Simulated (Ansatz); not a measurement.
Geometry optimisation, Ansatz 0.2.0, RKS PBE/def2-SVP.

Input:

```yaml
crystal:
  periodic: [false, false, false]
  atoms:
    - { symbol: B, position_ang: [0.019096, -0.428109, 0.116996] }
    - { symbol: O, position_ang: [-0.213896, -0.594828, 1.476205] }
    - { symbol: H, position_ang: [-1.157997, -0.548186, 1.703618] }
    - { symbol: H, position_ang: [1.175546, -0.576842, -0.223645] }
    - { symbol: H, position_ang: [-0.909721, -0.292501, -0.66222] }
    - { symbol: "N", position_ang: [0.129969, 2.243158, 0.719987] }
    - { symbol: H, position_ang: [1.007943, 2.762718, 0.862935] }
    - { symbol: H, position_ang: [-0.637631, 2.929778, 0.764779] }
    - { symbol: H, position_ang: [0.026391, 1.608213, 1.543345] }
basis:
  gaussian: { orbitals: def2-SVP }
hamiltonian:
  xc: pbe
relax:
  f_tol: 0.03
  max_steps: 50
```

Run as:

```bash
$ ansatz run input.yaml --threads 1 --pin off --max-ram 2048MiB --backend cpu --events-out ev --progress --plain --runs-dir out
```

Where does it end, and by what steps?

The forces met the threshold. The force dipped under the threshold on the way, but the program's further checks kept it going. After 16 steps the energy has fallen by 0.553 eV; H7 moved furthest, 0.96 Å. Joined: B1–N6 (2.74 → 1.71 Å).

```tsv
step	energy less start (eV)	largest force component (eV/Å)	accepted
0	0.0000	0.642	yes
1	-0.0713	1.021	yes
2	-0.1816	1.307	yes
3	-0.3521	1.074	yes
4	-0.4674	1.244	yes
5	-0.4978	0.373	yes
6	-0.5115	0.197	yes
7	-0.5268	0.167	yes
8	-0.5130	0.816	no
9	-0.5367	0.092	yes
10	-0.5441	0.241	yes
11	-0.5480	0.225	yes
12	-0.5242	0.321	no
13	-0.5517	0.056	yes
14	-0.5512	0.096	no
15	-0.5528	0.015	yes
16	-0.5531	0.021	yes
```

```xyz
9
Properties=species:S:1:pos:R:3
B 0.056 0.136 0.377
O -0.496 -0.532 1.519
H -1.426 -0.756 1.363
H 1.256 -0.111 0.193
H -0.629 0.156 -0.659
N 0.147 1.788 0.798
H 0.643 2.336 0.079
H -0.780 2.215 0.948
H 0.669 1.872 1.683
```

Whether the end is a true minimum wasn't checked by a vibrational analysis.

Run time: 30 s on 1 thread of Arm Neoverse V1, with other jobs on the host, peak memory 0.13 GiB.
